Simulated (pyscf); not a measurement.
Structures and frequencies: ωB97X-D3(BJ)/def2-SVP in PySCF.

Q: Estimate by transition-state theory the rate constant of `[ClH]` + `[NH2][SiH]([Cl])[Cl]` → `[Cl][SiH]([Cl])[Cl]` + `[NH3]` (singlet surface; Cl–H, N–Si broken, Cl–Si, H–N formed) at 1200 K, with ωB97M-D3(BJ)/def2-TZVP energies (ideal gas, 1 atm, RRHO with modes under 100 cm⁻¹ raised to 100, one conformer, R ln 2 for chiral ones without a mode under 150 cm⁻¹; no tunnelling).

A: The electronic barrier is 6.5 kcal/mol and the thermal terms add +46.1, so ΔG‡ = 52.5 kcal/mol. With k_BT/h = 2.50e+13 s⁻¹ and RT = 2.385 kcal/mol, and a volume of 1.64e-19 cm³ per molecule at 1 atm, k = 1.1e-15 cm³ molecule⁻¹ s⁻¹. Wigner's tunnelling factor for 332i cm⁻¹ would be 1.01. A shift of 1 kcal/mol in the barrier changes k by a factor 1.5. On the reactant side the descent ends in a complex, 5.4 kcal/mol under the separated species and 10.6 kcal/mol under the saddle at ωB97X-D3(BJ)/def2-TZVP. On the product side the descent ends in an adduct with a N–Si contact (not fully relaxed), 5.9 kcal/mol under the separated species and 19.5 kcal/mol under the saddle at ωB97X-D3(BJ)/def2-TZVP. What is counted as broken (N–Si) persists as a longer contact in the product adduct; parting that adduct is a step of its own. One saddle was located; it need not be the lowest between these sides.
